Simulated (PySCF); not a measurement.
Delta-SCF ions had no search for a lower state. 

**H₄Si, SMILES `[SiH4]` (charge 0, multiplicity 1)**

Method: TPSSh-D3(BJ)/def2-TZVP // PBE0-D3(BJ)/def2-TZVP run with PySCF.

| Quantity | Result |
|---|---|
| HOMO | -9.29 eV |
| dipole moment | 0.00 D |
| HOMO–LUMO gap | 10.07 eV |
| LUMO | 0.78 eV |
| vertical ionisation energy (Delta-SCF) | 12.41 eV |
| total energy | -291.9175 Ha |
| cost | very roughly 13 core-seconds |

```xyz
5

Si     0.0000     0.0000     0.0000
H     -0.3075    -0.4469     1.3819
H     -0.6809     1.2923    -0.2652
H      1.4668     0.1738    -0.1490
H     -0.4784    -1.0192    -0.9677
```
